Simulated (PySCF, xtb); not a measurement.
CH₃O, SMILES C=[OH+], charge +1.

GFN2-xTB run with xtb at its own geometry gives an orbital gap of 3.86 eV.

The structure is a stationary point at PBE-D3(BJ)/def2-TZVP. The isomer is the one that the SMILES or the coordinates give; other isomers of the formula were not compared.

Q: What does B3LYP/def2-TZVPD in PySCF give? (An estimate is asked for; the answer gives what the named calculation found.)

A: gap 7.93 eV (levels -18.33 and -10.40 eV).
